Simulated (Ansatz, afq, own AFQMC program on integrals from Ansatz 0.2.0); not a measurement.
AlH4, doublet: a scan with AFQMC

```xyz
5

Al   -0.0599    0.0001   -0.1328
H     0.4487    0.0018    1.9858
H    -0.3171   -0.0089    1.9564
H     0.7333    1.3833   -0.1888
H     0.7376   -1.3801   -0.1993
```

The Al1–H5 distance is changed with both sides rigid. Energies in kJ/mol count from this geometry (1.595 Å) at the same level; the start stands on UHF, each point on the determinant named.

Basis 6-31G. Noble-gas cores (and the filled d shells of Ga–Kr and In–Xe) are frozen. Ansatz 0.2.0 and our own AFQMC program on the same integrals; the CISD trial comes from CCSD amplitudes, and released means the phaseless constraint is let go. Uncertainties: one standard error, sampling alone.

Cautions, each for one point or more: an unrestricted solution with more broken spin lies lower, while this determinant keeps restricted orbitals; strong correlation; the ph-AFQMC/CISD walk drifts between its halves; unrestricted determinant spin contaminated.

| r(Al1–H5) / Å | det. | T1 | weight | ⟨S²⟩ | PBE0 | PBE | CCSD(T) |
| --- | --- | --- | --- | --- | --- | --- | --- |
| 1.418 | UHF | 0.011 | 0.95 | 0.75 | 30.2 | 32.0 | 33.2 |
| 1.738 | UHF | 0.012 | 0.94 | 0.75 | 6.9 | 5.0 | 4.4 |
| 2.178 | UHF | 0.029 | 0.91 | 0.78 | 93.8 | 84.7 | 81.4 |
| 2.895 | UHF | 0.055 | 0.84 | 1.09 | 221.1§ | 210.9 | 195.6 |
| 4.238 | UHF | 0.014 | 0.92 | 0.75 | 252.1 | 250.4 | 213.8 |

Task: Estimate the curve of full CI, counted from the same start.

Result: 
```
r(Al1–H5) / Å  det.     T1  weight  ⟨S²⟩    FCI  ph-AFQMC/CISD  released AFQMC  CCSDT(Q)
        1.418   UHF  0.011    0.95  0.75   33.3    33.3 ± 0.08     33.2 ± 0.05      33.3
        1.738   UHF  0.012    0.94  0.75    4.2     4.3 ± 0.09      4.2 ± 0.05       4.3
        2.178   UHF  0.029    0.91  0.78   80.6     80.9 ± 0.1     80.6 ± 0.07      80.6
        2.895   UHF  0.055    0.84  1.09  193.9    195.3 ± 0.1               –     194.0
        4.238   UHF  0.014    0.92  0.75  214.1   214.1 ± 0.09    214.0 ± 0.07     214.1
```

Weight is that of the determinant in the CISD state; at the start T1 is 0.011 and the weight 0.95, and ⟨S²⟩ is 0.75. Symmetry can't show for every point that it stays on the start's state. A dash marks a missing value, a released energy that hasn't settled or a functional that sits on another state. § marks a functional whose ⟨S²⟩ is too high by over 0.1. Largest departures from full CI: CCSD(T) 1.7 kJ/mol at 2.895 (on UHF), ph-AFQMC/CISD 1.4 kJ/mol at 2.895 (on UHF), released AFQMC -0.1 kJ/mol at 4.238 (on UHF) (within the noise), CCSDT(Q) 0.1 kJ/mol at 2.895 (on UHF). The functionals aren't scored here. In this small basis the wave-function levels are far from their limit, so their gap to the functionals isn't the functionals' error.

CCSDT and higher add their correlation energy to the determinant of the CCSD(T) run, since their own runs factorise the integrals more tightly (a shift of under 2 meV). Released energies are given only where the last usable release times agree within the noise; a slower fall can still hide under it.
